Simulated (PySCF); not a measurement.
BCl3, SMILES `ClB(Cl)Cl`, neutral singlet in the gas phase. 

Cartesian coordinates (Å):
```xyz
4

Cl    -0.8384     1.5213     0.0002
B      0.0000     0.0000    -0.0001
Cl    -0.8983    -1.4868    -0.0002
Cl     1.7368    -0.0346     0.0001
```
Charge 0, spin multiplicity 1.

All levels are single points at this geometry (PBE0-D4/def2-TZVP); Pople sets use spherical d functions. Orbital energies aren't observables, and empty levels follow the basis.

B3LYP/6-311+G** in PySCF gives dipole (D) = 0.00.

Question: Estimate the dipole (D) from each of these levels: PBE0-D4/def2-TZVP in PySCF; B3LYP/3-21G in PySCF; B3LYP/LANL2DZ in PySCF; M06-2X/6-31G* in PySCF; PBE/6-31G* in PySCF; HF/3-21G in PySCF; HF/6-31G* in PySCF; HF/STO-3G in PySCF.

Answer: 
| level | dipole (D) |
|---|---|
| PBE0-D4/def2-TZVP in PySCF | 0.00 |
| B3LYP/3-21G in PySCF | 0.00 |
| B3LYP/LANL2DZ in PySCF | 0.00 |
| M06-2X/6-31G* in PySCF | 0.00 |
| PBE/6-31G* in PySCF | 0.00 |
| HF/3-21G in PySCF | 0.00 |
| HF/6-31G* in PySCF | 0.00 |
| HF/STO-3G in PySCF | 0.00 |
